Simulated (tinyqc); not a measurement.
Extended Hueckel theory, for CH2, step by step. One step of it, computed by the program tinyqc.

Task: Orbitals. Solve H C = S C e through S^(-1/2); fill by pairs from the bottom, a degenerate level sharing its electrons equally; each orbital has its largest coefficient positive (the first on a tie).

H (eV), order 1C 2s, 1C 2px, 1C 2py, 1C 2pz, 2H 1s, 3H 1s:
$$\begin{pmatrix}
-21.400000 & 0.000000 & 0.000000 & 0.000000 & -15.175260 & -15.175260 \\
0.000000 & -11.400000 & 0.000000 & 0.000000 & 0.000000 & 0.000000 \\
0.000000 & 0.000000 & -11.400000 & 0.000000 & -9.141803 & 9.141803 \\
0.000000 & 0.000000 & 0.000000 & -11.400000 & -5.485082 & -5.485082 \\
-15.175260 & 0.000000 & -9.141803 & -5.485082 & -13.600000 & -2.890750 \\
-15.175260 & 0.000000 & 9.141803 & -5.485082 & -2.890750 & -13.600000
\end{pmatrix}$$

overlap S, order 1C 2s, 1C 2px, 1C 2py, 1C 2pz, 2H 1s, 3H 1s:
$$\begin{pmatrix}
1.000000 & 0.000000 & 0.000000 & 0.000000 & 0.482340 & 0.482340 \\
0.000000 & 1.000000 & 0.000000 & 0.000000 & 0.000000 & 0.000000 \\
0.000000 & 0.000000 & 1.000000 & 0.000000 & 0.416080 & -0.416080 \\
0.000000 & 0.000000 & 0.000000 & 1.000000 & 0.249648 & 0.249648 \\
0.482340 & 0.000000 & 0.416080 & 0.249648 & 1.000000 & 0.121460 \\
0.482340 & 0.000000 & -0.416080 & 0.249648 & 0.121460 & 1.000000
\end{pmatrix}$$

valence electrons = 6

Give: orbital energies; occupations; coefficients; sum of one-electron energies.

Result:

orbital energies (eV): [-23.9458, -15.7318, -12.1553, -11.4000, 5.3809, 16.2579]

occupations: [2.0000, 2.0000, 2.0000, 0.0000, 0.0000, 0.0000]

coefficients, order 1C 2s, 1C 2px, 1C 2py, 1C 2pz, 2H 1s, 3H 1s:
$$\begin{pmatrix}
0.7170 & 0.0000 & -0.2821 & 0.0000 & 0.0000 & 1.1321 \\
0.0000 & 0.0000 & 0.0000 & 1.0000 & 0.0000 & 0.0000 \\
0.0000 & 0.5262 & 0.0000 & 0.0000 & 1.1720 & 0.0000 \\
-0.0198 & 0.0000 & 0.9086 & 0.0000 & 0.0000 & 0.6392 \\
0.2518 & 0.4390 & 0.1400 & 0.0000 & -0.8641 & -0.9261 \\
0.2518 & -0.4390 & 0.1400 & 0.0000 & 0.8641 & -0.9261
\end{pmatrix}$$

sum of one-electron energies = -103.6658 eV
